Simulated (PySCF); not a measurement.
Compound: ethanethiol, C₂H₆S.
Bonds: C1–C2, C2–S3. Hydrogens: H4, H5, H6 on C1; H7, H8 on C2; H9 on S3.

The calculation used core-valence-separated Tamm–Dancoff BHandHLYP/aug-pcX-1 (pcseg-1 on H, def2-SVPD on S) in PySCF, non-relativistic, gas phase, PBE0-D3(BJ)/def2-SVP geometry.

Computed carbon K-edge spectrum, Gaussian lines of 0.3 eV full width, highest printed point 100; it ends one width below the last computed root. No empirical shift is added; at this level the pattern usually sits a few eV under experiment.

| photon energy (eV) | absorption |
| --- | --- |
| 285.1 | 2 |
| 285.2 | 11 |
| 285.3 | 40 |
| 285.4 | 86 |
| 285.5 | 100 |
| 285.6 | 64 |
| 285.7 | 23 |
| 285.8 | 7 |
| 285.9 | 14 |
| 286.0 | 37 |
| 286.1 | 62 |
| 286.2 | 80 |
| 286.3 | 94 |
| 286.4 | 82 |
| 286.5 | 43 |
| 286.6 | 14 |
| 286.7 | 10 |
| 286.8 | 28 |
| 286.9 | 51 |
| 287.0 | 50 |
| 287.1 | 27 |
| 287.2 | 9 |
| 287.3 | 3 |
| 287.4 | 3 |
| 287.5 | 7 |

Task: Assign the maxima to core holes.

Result: 3 maxima:
- 285.5 eV: C2 (sp3 carbon bound to sulfur), 285.49 eV, f = 0.048, 80 % of the height at the exact maximum; C1 (methyl carbon), 285.43 eV, f = 0.012, 20 % of the height at the exact maximum
- 286.3 eV: C1 (methyl carbon), 286.34 eV, f = 0.027, 48 % of the height at the exact maximum; C2 (sp3 carbon bound to sulfur), 286.36 eV, f = 0.022, 37 % of the height at the exact maximum; C1 (methyl carbon), 286.11 eV, f = 0.029, 13 % of the height at the exact maximum
- 286.9 eV: C2 (sp3 carbon bound to sulfur), 286.95 eV, f = 0.032, 100 % of the height at the exact maximum

Roots within 0.03 eV on the same or equivalent atoms count as one line; shares under 12 % aren't listed.

Vibrational structure and lifetime widths aren't in the curve. The ionisation threshold wasn't computed; near and above it a finite basis only mimics Rydberg series and continuum.

Shape of the structure used: `[CH3:1][CH2:2][SH:3]`: H–S3–C2–C1 -64°.

One conformer stands for the species.
